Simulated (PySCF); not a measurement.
# Name the molecule from its bond curve

A diatomic of charge +1 contains S. Its doublet curve at UHF-CCSD in a double-zeta basis (no relativity, PySCF), in eV from the separated fragments:

| R (Å) | E (eV) |
| --- | --- |
| 1.878 | -2.653 |
| 1.962 | -3.035 |
| 2.024 | -3.165 |
| 2.087 | -3.196 |
| 2.150 | -3.152 |
| 2.233 | -3.009 |
| 2.337 | -2.741 |
| 2.463 | -2.350 |

The fit gives ωe = 601 cm⁻¹ and the rotational constant Bₑ = 0.2615 cm⁻¹.

Q: Which atom is the partner?

A: The minimum lies at 2.079 Å, so the reduced mass is 16.8576 u Å² cm⁻¹/(Bₑ·Re²) = 14.91 u. With S at 31.97 u the partner weighs about 27.9 u: Si. The molecule is SiS⁺.

Correlated steps freeze 10 core orbitals. The state is the lowest determinant that a PBE0 search found; another state may lie lower at other levels.
